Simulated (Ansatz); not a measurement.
Geometry optimisation, RKS PBE/def2-SVP in Ansatz.

input.yaml

```yaml
crystal:
  periodic: [false, false, false]
  atoms:
    - { symbol: O, position_ang: [-0.6915, -0.2536, 1.5448] }
    - { symbol: C, position_ang: [-0.1031, -0.7932, 0.406] }
    - { symbol: C, position_ang: [0.0736, 0.2199, -0.6425] }
    - { symbol: C, position_ang: [0.3516, 1.0537, -1.4872] }
    - { symbol: F, position_ang: [0.4742, 1.9582, -2.4571] }
    - { symbol: H, position_ang: [-0.1966, 0.5644, 1.808] }
    - { symbol: H, position_ang: [0.8777, -1.22, 0.7388] }
    - { symbol: H, position_ang: [-0.6937, -1.5866, 0.0335] }
basis:
  gaussian: { orbitals: def2-SVP }
hamiltonian:
  xc: pbe
relax:
  f_tol: 0.02
  max_steps: 40
scf:
  lower_state_search: "off"
```

Command:

```bash
$ ansatz run input.yaml --threads 1 --pin off --max-ram 2048MiB --backend cpu --events-out ev --progress --plain --runs-dir out
```

Q: Where does it end, and by what steps?

A: It converged. After 8 steps the energy has fallen by 0.207 eV; H7 moved furthest, 0.07 Å.

```
step  energy less start (eV)  largest force component (eV/Å)  accepted
   0                  0.0000                           1.914       yes
   1                 -0.1785                           0.659       yes
   2                 -0.1980                           0.256       yes
   3                 -0.2000                           0.226       yes
   4                 -0.2054                           0.410       yes
   5                 -0.2069                           0.171       yes
   6                 -0.2072                           0.028       yes
   7                 -0.2072                           0.035       yes
   8                 -0.2072                           0.012       yes
```

```xyz
8
Properties=species:S:1:pos:R:3
O -0.736 -0.228 1.557
C -0.080 -0.762 0.421
C 0.120 0.204 -0.670
C 0.311 1.062 -1.517
F 0.497 1.943 -2.435
H -0.214 0.542 1.850
H 0.910 -1.218 0.678
H -0.716 -1.599 0.060
```

Run time: 7.8 s on 1 thread of Intel(R) Xeon(R) 6975P-C (Granite Rapids), on a shared host, peak memory 0.12 GiB.
